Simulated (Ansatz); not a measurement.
Born–Oppenheimer molecular dynamics of CH3LiSi (6 atoms, charge 0, multiplicity 1). It starts at the highest image of a converged band, a first-order saddle point between two minima.

The calculation used RKS PBE/def2-SVP in Ansatz 0.2.0.

```
ensemble                      : NVE (velocity Verlet)
time step                     : 0.5 fs
steps asked                   : 200
starting velocities drawn for : 100 K
seed                          : 6920
```

Frames 0.5 fs apart, positions in Å.

Velocities at 20.0 fs (Å/ps):

```
Li 3.19 0.40 4.39
Si 4.47 0.56 5.75
C -2.55 0.98 -5.23
H -26.73 -9.56 -15.88
H -16.02 13.31 -30.28
H -73.52 -33.86 -81.88
```

```xyz
6
Properties=species:S:1:pos:R:3 time_fs=20.0 energy_less_start_eV=-0.877 T=1795
Li -1.461 1.155 0.763
Si -0.364 -0.541 -0.709
C 0.388 0.779 0.223
H 0.359 -1.712 -1.415
H 1.380 1.212 -0.039
H -1.368 -1.297 0.301
6
Properties=species:S:1:pos:R:3 time_fs=20.5 energy_less_start_eV=-0.901 T=1842
Li -1.459 1.155 0.765
Si -0.361 -0.541 -0.706
C 0.386 0.779 0.221
H 0.346 -1.716 -1.423
H 1.372 1.219 -0.055
H -1.404 -1.313 0.260
6
Properties=species:S:1:pos:R:3 time_fs=21.0 energy_less_start_eV=-0.922 T=1882
Li -1.458 1.155 0.767
Si -0.359 -0.541 -0.703
C 0.385 0.779 0.218
H 0.331 -1.720 -1.431
H 1.363 1.225 -0.070
H -1.440 -1.327 0.216
6
Properties=species:S:1:pos:R:3 time_fs=21.5 energy_less_start_eV=-0.939 T=1916
Li -1.456 1.155 0.770
Si -0.357 -0.540 -0.700
C 0.383 0.780 0.215
H 0.316 -1.722 -1.440
H 1.354 1.232 -0.086
H -1.475 -1.339 0.171
6
Properties=species:S:1:pos:R:3 time_fs=22.0 energy_less_start_eV=-0.954 T=1944
Li -1.454 1.156 0.772
Si -0.354 -0.541 -0.697
C 0.382 0.780 0.212
H 0.300 -1.724 -1.448
H 1.344 1.238 -0.103
H -1.509 -1.348 0.124
6
Properties=species:S:1:pos:R:3 time_fs=22.5 energy_less_start_eV=-0.965 T=1965
Li -1.452 1.156 0.775
Si -0.352 -0.541 -0.693
C 0.380 0.780 0.210
H 0.284 -1.724 -1.457
H 1.334 1.243 -0.120
H -1.541 -1.355 0.076
6
Properties=species:S:1:pos:R:3 time_fs=23.0 energy_less_start_eV=-0.973 T=1980
Li -1.451 1.156 0.777
Si -0.349 -0.541 -0.690
C 0.377 0.781 0.207
H 0.267 -1.724 -1.466
H 1.324 1.249 -0.136
H -1.573 -1.359 0.027
6
Properties=species:S:1:pos:R:3 time_fs=23.5 energy_less_start_eV=-0.977 T=1989
Li -1.449 1.157 0.780
Si -0.347 -0.541 -0.687
C 0.375 0.781 0.204
H 0.250 -1.722 -1.476
H 1.313 1.254 -0.153
H -1.602 -1.360 -0.023
6
Properties=species:S:1:pos:R:3 time_fs=24.0 energy_less_start_eV=-0.979 T=1993
Li -1.447 1.157 0.783
Si -0.344 -0.542 -0.683
C 0.373 0.781 0.201
H 0.233 -1.719 -1.485
H 1.302 1.258 -0.170
H -1.630 -1.358 -0.073
6
Properties=species:S:1:pos:R:3 time_fs=24.5 energy_less_start_eV=-0.978 T=1990
Li -1.445 1.157 0.786
Si -0.341 -0.543 -0.680
C 0.370 0.781 0.198
H 0.216 -1.716 -1.495
H 1.292 1.263 -0.187
H -1.656 -1.354 -0.124
6
Properties=species:S:1:pos:R:3 time_fs=25.0 energy_less_start_eV=-0.974 T=1983
Li -1.443 1.158 0.789
Si -0.339 -0.543 -0.676
C 0.367 0.782 0.194
H 0.199 -1.711 -1.506
H 1.281 1.267 -0.204
H -1.680 -1.346 -0.176
6
Properties=species:S:1:pos:R:3 time_fs=25.5 energy_less_start_eV=-0.968 T=1971
Li -1.441 1.158 0.792
Si -0.336 -0.544 -0.673
C 0.364 0.782 0.191
H 0.182 -1.705 -1.517
H 1.271 1.270 -0.221
H -1.702 -1.336 -0.227
```

Of the whole run (100 fs, mean temperature of the second half 1231 K): The conserved energy stayed within 0.16 meV per atom of its start (net change 0.013 meV per atom), so the integration is sound. The system heated up, since it started high on the potential surface and ran downhill. A run of 0.1 ps of so small a system gives no equilibrium averages. The orbitals stay closed-shell, which can raise the energy where a bond breaks towards radicals; this wasn't checked here.

Time of the run: 3.1 min on 1 thread of Intel(R) Xeon(R) Platinum 8488C (Sapphire Rapids) (shared host), peak memory 0.12 GiB.
